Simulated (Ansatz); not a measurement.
# C₂H₃N (singlet): the correlation ladder, 6-31G

Aim: climb from Hartree-Fock through coupled cluster and multireference methods for C₂H₃N (singlet) at one geometry and basis, and see what each rung misses.

Program: Ansatz 0.2.0, Gaussian basis. Level of theory: 6-31G, core rule «outside noble gas», up to 3 orbitals frozen. These are calculated values, not measurements.

The runs, in order: UHF; CCSD(T) on RHF; BCCD(T) on RHF; CISD; CCSDT(Q) on RHF; CCSDTQ on RHF; CASSCF and MRCISD+Q, 8 electrons in 8 orbitals; CASSCF and NEVPT2, 8 electrons in 8 orbitals.

20 further runs of the same task are left out: 2 that didn't finish, 18 set aside as unsound or not needed.

## Step 1: The system

The geometry is an MP2(full)/6-31G* stationary point (not a proven minimum).

6 atoms, charge 0, spin multiplicity 1.

Atoms are counted from 1 here; the program's logs count them from 0.

Bond lengths: C1–C2 1.461 Å, C1–H4 1.092 Å, C1–H5 1.092 Å, C1–H6 1.092 Å, C2–N3 1.178 Å. Angles: C2–C1–H4 110.1°, C2–C1–H5 110.1°, C2–C1–H6 110.1°, H4–C1–H5 108.8°, H4–C1–H6 108.8°, H5–C1–H6 108.8°, C1–C2–N3 180.0°.

As a file:

```xyz
6

C     0.00000    0.00000   -1.30020
C     0.00000    0.00000    0.16061
N     0.00000    0.00000    1.33894
H     0.00000    1.02499   -1.67564
H     0.88766   -0.51249   -1.67564
H    -0.88766   -0.51249   -1.67564
```

## Step 2: UHF

Contents of in.yaml:

```yaml
crystal:
  periodic: [false, false, false]
  atoms:
    - {symbol: C, position_ang: [0.000000, 0.000000, -1.300197]}
    - {symbol: C, position_ang: [0.000000, 0.000000, 0.160607]}
    - {symbol: N, position_ang: [0.000000, 0.000000, 1.338939]}
    - {symbol: H, position_ang: [0.000000, 1.024986, -1.675637]}
    - {symbol: H, position_ang: [0.887664, -0.512493, -1.675637]}
    - {symbol: H, position_ang: [-0.887664, -0.512493, -1.675637]}
basis:
  gaussian: {orbitals: 6-31G}
magnetization: {spin_polarized: true, initial_magnetization: 0}
hamiltonian: {xc: hf}
output: {orbitals: {seedname: orbitals}}
```

Run with:

```
$ ansatz run in.yaml --threads 1 --pin off --events-out ev --progress --plain --max-ram 2880MiB --backend cpu
```

The runs that follow: CCSD(T) on RHF; BCCD(T) on RHF; CISD; CCSDT(Q) on RHF; CCSDTQ on RHF; CASSCF and MRCISD+Q, 8 electrons in 8 orbitals; CASSCF and NEVPT2, 8 electrons in 8 orbitals.

Before running them: what should the planned runs give, taken together? Wanted: RCCSDTQ below the RHF energy; RMP2 from RCCSDTQ; RCCSD from RCCSDTQ; RCCSD(T) from RCCSDTQ; RCCSDT(Q) from RCCSDTQ; NEVPT2 frontier from RCCSDTQ; MRCISD+Q frontier from RCCSDTQ; T1 diagnostic.

**Answer**, as computed:

| quantity | value |
| --- | --- |
| RCCSDTQ below the RHF energy | -8.8517 eV |
| RMP2 from RCCSDTQ | +645.0 meV |
| RCCSD from RCCSDTQ | +311.4 meV |
| RCCSD(T) from RCCSDTQ | +45.0 meV |
| RCCSDT(Q) from RCCSDTQ | -6.9 meV |
| NEVPT2 frontier from RCCSDTQ | +1063.1 meV |
| MRCISD+Q frontier from RCCSDTQ | +51.2 meV |
| levels within 1 kcal/mol (43 meV) | RCCSDT, RCCSDT(Q) |
| T1 diagnostic | 0.012 |

What this shows: RCCSD(T) misses by +45.0 meV, 0.5 % of the correlation energy. Of the multireference levels listed MRCISD+Q frontier comes nearest in total energy (+51.2 meV), which doesn't show that its space is the better one. These misses are within one basis, not against nature.
